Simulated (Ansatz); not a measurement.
# NH3 with HF: structure and interaction energy

Aim: relax the pair, then compute its interaction energy with counterpoise at many levels, up to CCSD(T).

Computed with Ansatz 0.2.0, Gaussian basis. Level: PBE0-D4 structure, single points in def2-TZVPPD.

Levels: PBE-D4, revPBE-D4, BLYP-D4, r2SCAN-D4, B97M-V, PBE0-D4, B3LYP-D4, HSE06-D4, wB97X-V, wB97M-V, B2PLYP, Hartree-Fock, MP2, CCSD, CCSD(T). The reference is CCSD(T) extrapolated to the basis limit.

Correlated methods freeze the cores. B3LYP uses VWN-RPA correlation. B2PLYP carries no dispersion term here.

176 further runs of the same task are left out: 176 set aside as unsound or not needed.

### 1 Starting geometry

The pair, from a GFN2-xTB docking trial: 6 atoms, charge 0, spin multiplicity 1.

Atoms are counted from 1 here; the program's logs count them from 0.

Bond lengths: N1–H2 1.011 Å, N1–H3 1.011 Å, N1–H4 1.012 Å, F5–H6 0.981 Å. Angles: H2–N1–H3 109.4°, H2–N1–H4 109.0°, H3–N1–H4 108.9°.

Coordinates:

```tsv
atom	x (Å)	y (Å)	z (Å)
N1	0.00540	0.02290	-0.51020
H2	0.44290	0.90560	-0.73930
H3	0.48530	-0.72450	-0.99300
H4	-0.95980	0.04470	-0.81520
F5	0.00510	-0.13380	2.01910
H6	0.02100	-0.11490	1.03860
```

Atoms 1 to 4 are fragment A (NH3), the rest fragment B (HF).

### 2 A first relaxation in a small basis

pre/in.yaml

```yaml
crystal:
  periodic: [false, false, false]
  atoms:
    - {symbol: N, position_ang: [0.005400, 0.022900, -0.510200]}
    - {symbol: H, position_ang: [0.442900, 0.905600, -0.739300]}
    - {symbol: H, position_ang: [0.485300, -0.724500, -0.993000]}
    - {symbol: H, position_ang: [-0.959800, 0.044700, -0.815200]}
    - {symbol: F, position_ang: [0.005100, -0.133800, 2.019100]}
    - {symbol: H, position_ang: [0.021000, -0.114900, 1.038600]}
basis:
  gaussian: {orbitals: def2-SVP}
hamiltonian: {xc: pbe, dispersion: d4}
relax: {f_tol: 0.03, max_steps: 250}
```

The run is started by

```
$ ansatz run in.yaml --threads 2 --pin off --events-out ev --progress --plain --max-ram 5222MiB
```

Further steps of the session: Relaxation at PBE0-D4; PBE-D4/def2-TZVPPD; r2SCAN-D4/def2-TZVPPD; PBE0-D4/def2-TZVPPD; B3LYP-D4/def2-TZVPPD; wB97X-V/def2-TZVPPD; wB97M-V/def2-TZVPPD; B2PLYP/def2-TZVPPD; BLYP-D4/def2-TZVPPD; revPBE-D4/def2-TZVPPD; B97M-V/def2-TZVPPD; HSE06-D4/def2-TZVPPD; CCSD(T)/def2-TZVPPD; MP2/def2-QZVPPD; Hartree-Fock/STO-3G; PBE-D4/STO-3G; B3LYP-D4/6-31G; SPW92/def2-SVP; PBE-D4/def2-SVP; PBE0-D4/def2-SVP; wB97M-V/def2-SVP; CCSD(T)/def2-SVP; Vibrations of the pair.

Before running it: what results should come out? Wanted: interaction energy, CCSD(T)/CBS; of it Hartree-Fock; D4 term of PBE0-D4; shortest contact; lowest wavenumber.

The runs gave:

```
                        quantity         value
 interaction energy, CCSD(T)/CBS      -582 meV
of it Hartree-Fock (basis limit)      -495 meV
              D4 term of PBE0-D4       -15 meV
                shortest contact  N1–H6 1.65 Å
               lowest wavenumber      269 cm⁻¹
```

**Reading.** The pair is bound by 582 meV at fixed fragment shapes. Hartree-Fock gives 85 % of it, so electrostatics, induction and charge transfer lead. B2PLYP is the best functional here (-5 meV from CCSD(T)/CBS); PBE0-D4 is the worst (-71 meV). Mean unsigned error by rung: GGA 32, meta-GGA 36, hybrid 56, screened hybrid 71, range-separated hybrid 19, double hybrid 5 meV. PBE-D4 gives an interaction energy 69 meV too low, an error of 12 % of the reference. CCSD(T) moves by -30 meV from triple zeta to the limit; gaps between functionals far smaller than that don't rank them. A lower arrangement may exist.
